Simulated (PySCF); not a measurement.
Which determinant of Li₂ lies lowest?

Unrestricted PBE0; basis Li x2c-TZVPPall; spin-free X2C with a Gaussian nucleus; PySCF 2.14. Outer shells of the fragments: Li 2s1; Li 2s1.

Followed along the bond (rough minima from three points):

```json
{"2Ms+1": "1", "unpaired": "none", "⟨S²⟩ at the start": "0.00", "R at minimum (Å)": "2.74", "Te (eV)": "0.00"}
{"2Ms+1": "3", "unpaired": "σ ↑, π ↑", "⟨S²⟩ at the start": "2.00", "R at minimum (Å)": "2.58", "Te (eV)": "1.34"}
{"2Ms+1": "3", "unpaired": "σ ↑↑", "⟨S²⟩ at the start": "2.00", "R at minimum (Å)": "none in the scan", "Te (eV)": "≤ 0.88"}
```

Solutions found at the starting distance of 2.570 Å, counted from the lowest of them; the search is not exhaustive and high or unbound solutions are not listed, so other states can lie among these:

| 2Ms+1 | unpaired | term | E (eV) | ⟨S²⟩ | ⟨Lz²⟩ |
| --- | --- | --- | --- | --- | --- |
| 1 | none | ¹Σ⁺ | 0.00 | 0.00 | 0.00 |
| 3 | σ ↑↑ | ³Σ⁺ | 1.10 | 2.00 | 0.00 |
| 3 | σ ↑, π ↑ | ³Π | 1.31 | 2.00 | 1.00 |
| 1 | σ ↑, π ↓ | mixed | 1.87 | 1.00 | 1.00 |

A term symbol is given only where ⟨S²⟩ and ⟨Lz²⟩ are close to those of a pure state; real π, δ and φ orbitals otherwise mix terms, and g/u labels are left off.

The measured ground state is X ¹Σg+ (Huber and Herzberg, Constants of Diatomic Molecules (1979)).

Counting both spins, an empty level lies below a filled one in some of these solutions, because spin and occupation are held.
